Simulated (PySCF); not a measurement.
C4H8NO (doublet state).
Cartesian coordinates in Å at the GFN2-xTB level; atoms count from 1:
```xyz
14
C4H8NO angstrom
C     -0.599   -0.315   -1.274
C     -0.288    0.038    0.136
C     -1.393    0.397    1.051
C      1.055    0.049    0.652
N      2.059   -0.301   -0.224
O      1.323    0.308    1.824
H     -0.183    0.421   -1.968
H     -0.177   -1.287   -1.539
H     -1.675   -0.350   -1.427
H     -0.990    0.657    2.027
H     -1.967    1.238    0.655
H     -2.089   -0.439    1.161
H      2.997   -0.176    0.120
H      1.925   -0.241   -1.217
```

The hyperfine couplings belong to this conformer and change with its torsions.

The species is `C[C](C)C(N)=O` [radical].

Computed, not measured: UKS B3LYP, pcH-1 on C H N O, non-relativistic, mean-field spin-orbit, GIAO in PySCF. Isolated species at its GFN2-xTB geometry (one conformer only). Couplings are sensitive to structure, and on GFN2-xTB geometries they can be far from those on DFT ones. The frame is twisted about the C4–N5 bond at this geometry (dihedral O6–C4–N5–H13 = -10°); couplings at other torsion angles weren't computed. The SCF solution wasn't tested for stability.

Problem. The isotropic 13C couplings, averaged over equivalent nuclei, are +73.6, -36.4, -28.4 MHz. Assign them to C1/C3; C2; C4.

Solution. 
```
 site  a_iso (MHz)  ρ(0) (bohr⁻³)                 position  distance from C2 (Å)  spin population  largest |T| (MHz)
C1/C3        -28.4        -0.0253           1 bond from C2                  1.48            -0.07                2.2
   C2        +73.6        +0.0655  largest spin population                  0.00            +0.85              138.9
   C4        -36.4        -0.0324           1 bond from C2                  1.44            -0.06                4.6
```

ρ(0) is the spin density at the nucleus and T the dipolar tensor; entries for several nuclei are means. The largest Mulliken spin populations are on C2 (+0.85), O6 (+0.18), C3 (-0.07) and C1 (-0.07). The angles at C2 add up to 360.0°, so it is planar.

Means are taken over nuclei equivalent by connectivity, which assumes that they swap fast. H13 and H14 aren't averaged: N5 is flat or nearly so (angle sum 354°), and its turn about the short N5–C4 bond (1.38 Å) is taken as slow. The six 1H nuclei of mean +63.0 MHz run from 2.3 to 101.3 MHz in the frozen geometry.

Hardware: one thread, Arm Neoverse V2 (aarch64), no GPU, shared host with 48 logical CPUs at a one-minute load of 32. Cost: 38 s wall (grids of density and orbitals included), 0.85 GiB resident at most.
